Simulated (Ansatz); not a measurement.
Input for Ansatz (development build ahead of 0.2.0):

```yaml
crystal:
  periodic: [false, false, false]
  atoms:
    - { symbol: C, position_ang: [0.0, -0.37878, -0.04812] }
    - { symbol: O, position_ang: [0.0, -0.3593, 1.06147] }
    - { symbol: "N", position_ang: [0.0, 0.62551, -0.78596] }
    - { symbol: H, position_ang: [0.0, -1.25387, -0.59039] }
    - { symbol: H, position_ang: [0.0, 0.54919, -1.71176] }
    - { symbol: H, position_ang: [0.0, 1.4732, -0.39921] }
basis:
  gaussian: { orbitals: cc-pVDZ }
hamiltonian:
  xc: hf
correlation:
  method: mp2
  frozen_orbitals: { C: 1, H: 0, "N": 1, O: 1 }
```

The input is written out in the form of the current development build from the run's settings.

Output:

```
Converged                       : yes
Reference energy                : -168.90407 hartree
Correlation energy              : -0.46284 hartree
Total energy                    : -169.36691 hartree
Spin squared of the determinant : 0.000
```

Caution: no unrestricted run beside it, a lower state can exist.
